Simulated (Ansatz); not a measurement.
Z-matrix (Å, degrees):
```
N
C 1 1.312
H 1 1.007 2 120.2
H 1 1.007 2 120.9 3 179.5
C 2 1.422 1 136.6 3 -6.6
S 2 1.653 1 136.1 3 175.8
F 5 1.346 2 112.1 1 81.0
```

Total charge 0; spin multiplicity 1.

Question: List the B3LYP/def2-TZVPP orbital energies in eV (the Gaussian-basis code of Ansatz). (Estimate.)

Answer: The calculation gave: Occupied: -2418.19, -671.97, -391.87, -279.89, -279.28, -216.16, -160.71, -160.61, -160.55, -33.40, -27.11, -23.00, -18.07, -17.32, -15.94, -14.47, -12.76, -12.60, -11.38, -10.64, -7.92, -7.62, -5.98. Lowest empty: -1.81, -1.03, 0.04, 1.06, 2.17, 3.51, 3.86, 4.67.

B3LYP here is the variant with VWN-RPA as its local correlation; programs differ in this.
